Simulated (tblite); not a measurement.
C4H7O (doublet state).
Geometry (GFN2-xTB, Å), atoms numbered from 1 in this order:
```
atom  x, y, z in Å
C1    -1.071    1.712   -0.775
C2    -0.477    0.687   -0.235
C3    -1.209   -0.605    0.013
O4     0.862    0.776    0.137
C5     1.581   -0.409    0.362
H6    -0.886    2.726   -1.030
H7    -0.769   -1.420   -0.559
H8    -1.174   -0.862    1.071
H9    -2.246   -0.487   -0.286
H10    2.596   -0.089    0.598
H11    1.185   -0.983    1.205
H12    1.610   -1.047   -0.528
```

Level: GFN2-xTB in tblite, geometry and Hessian alike; calculated harmonic values, unscaled, isolated species. The method is semi-empirical: single wavenumbers can be off by several per cent or more. One conformer, not necessarily the lowest. Open shells enter through the occupations alone, without spin polarisation, and single modes of such species can be off by tens of per cent.

Harmonic wavenumbers (cm⁻¹): 49.3, 184.9, 232.3, 296.0, 362.9, 435.0, 481.7, 579.6, 698.2, 810.0, 1015.2, 1023.5, 1057.8, 1119.6, 1130.5, 1160.3, 1382.3, 1403.5, 1463.6, 1467.7, 1483.6, 1486.9, 1699.2, 2922.7, 2940.9, 3006.9, 3011.1, 3015.9, 3064.6, 3234.5.

A = 8666, B = 4450, C = 3077 MHz; mass 71.050 u (most abundant isotopes); point group C1, symmetry number 1; spin multiplicity 2.

Zero-point energy?

½Σν̃ = 21110 cm⁻¹ = 252.53 kJ/mol.

Entropy at 298.15 K, 1 bar (ideal gas, RRHO, classical rotation)?

Translation 162.03, rotation 106.31, vibration 61.00, spin (R ln 2) 5.76: S = 335.1 J/(mol K).

And Cp and H(298.15 K) − H(0)?

Cp = 102.09 J/(mol K), of which vibrations give 68.83 (their classical limit is 30 R = 249.4); H(298.15 K) − H(0) = 19.85 kJ/mol without the zero-point energy, 9.93 from vibrations.

What must be added to the electronic energy to get the Gibbs energy at 298.15 K and 1 bar?

ZPE + [H(298.15 K) − H(0)] − T·S = 252.53 + 19.85 − 99.91 = 172.47 kJ/mol.

Which modes carry the vibrational entropy at 298.15 K?

49.3 cm⁻¹: 20.27; 184.9 cm⁻¹: 9.53; 232.3 cm⁻¹: 7.79; 296.0 cm⁻¹: 6.02; 362.9 cm⁻¹: 4.64; 435.0 cm⁻¹: 3.52 J/(mol K); the other 24 give 9.21 together.

Blend soft modes into free rotors: weight 1/[1 + (100 cm⁻¹/ν̃)⁴] for the oscillator and the rest for a rotor with moment μB/(μ + B), μ = h/(8π²ν), B = 10⁻⁴⁴ kg m². What vibrational entropy results?

55.96 J/(mol K) in place of 61.00, which changes −T·S at 298.15 K by +1.50 kJ/mol.

How do the functions run with temperature in this model?

```tsv
T (K)	S (J/(mol K))	Cp (J/(mol K))	H − H(0) (kJ/mol)	G − H(0) (kJ/mol)	ln q(vib)
100	253.8	54.2	4.26	-21.12	0.81
200	299.2	79.2	10.95	-48.89	2.03
300	335.7	102.5	20.04	-80.68	3.35
500	398.5	145.2	44.97	-154.27	6.07
800	477.1	189.2	95.65	-286.01	10.08
1000	521.5	209.1	135.58	-385.96	12.61
```

q(vib) and H(0) count from the zero-point level.

Hindered rotation and anharmonicity are outside this model. Other conformers, if any are populated, would add a mixing term that is left out. The structure is chiral; the term R ln 2 for an equal mix with its mirror image is left out.
